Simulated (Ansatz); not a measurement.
Calculated with Ansatz (gas phase, PBE0-D4/def2-TZVP geometries, no zero-point term in ΔE). CCSD(T)/CBS adds triple-zeta CCSD(T) − MP2 to the extrapolated MP2 energy (def2 sets, frozen cores). DFT in def2-TZVPP. One conformer a species, not always the lowest.

Reaction (isomerisation): `N=CC(N)=O` → `N=C=C(N)O`

```tsv
level	ΔE (kJ/mol)
LDA (SPW92)	170.9
BLYP-D4	180.6
ωB97X-V	196.0
B2PLYP	191.3
BLYP	178.0
MP2/def2-SVP	214.4
CCSD/def2-SVP	209.6
CCSD(T)/def2-SVP	209.8
```

Problem. What does CCSD(T)/CBS give? (Estimate.)

Solution. Computed: +189.3 kJ/mol. The listed levels differ from it by -18.4, -8.7, 6.7, 2.0, -11.3, 25.1, 20.3, 20.5 kJ/mol.

Largest T1 diagnostic among the species: 0.015.

At CCSD(T), def2-SVP lies +20.5 kJ/mol from the extrapolated value and def2-TZVPP +2.4 kJ/mol. In def2-TZVPP, CCSD(T) changes the Hartree–Fock value by −20.5 kJ/mol (the triples alone add −1.3 kJ/mol) and MP2 by −16.9 kJ/mol.
